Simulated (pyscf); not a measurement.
Single points on ωB97X-D3(BJ)/def2-SVP structures (PySCF, gas phase).

Q: Estimate the classical barrier height and the reaction energy of H₃C–CH•–CH₃ + hydrogen chloride (HCl) -> propane (H₃C–CH₂–CH₃) + Cl atom (Cl•) at ωB97M-D3(BJ)/def2-TZVP. The step runs on the doublet surface, breaks Cl–H and forms C–H; take the separated reactants as zero.

A: ΔE‡ = -8.6 kJ/mol, ΔE = +3.6 kJ/mol. Zero-point energy shifts the barrier by +3.4 kJ/mol. It is a hydrogen abstraction, with an imaginary mode of 799i cm⁻¹. On the reactant side the descent ends in a complex, 22.4 kJ/mol under the separated species and 8.2 kJ/mol under the saddle at ωB97X-D3(BJ)/def2-TZVP. At ωB97M-D3(BJ) the saddle lies under the separated reactants, which points to a path from their complex (located at ωB97X-D3(BJ) alone). At ωB97M-D3(BJ) the saddle lies under the separated products, which points to a path from their complex (located at ωB97X-D3(BJ) alone), and parting the products costs more than the saddle. This is the saddle that the search found; another between the same sides may lie lower. The angle at the transferred H is 170°. Left out: the spin-orbit lowering of Cl.
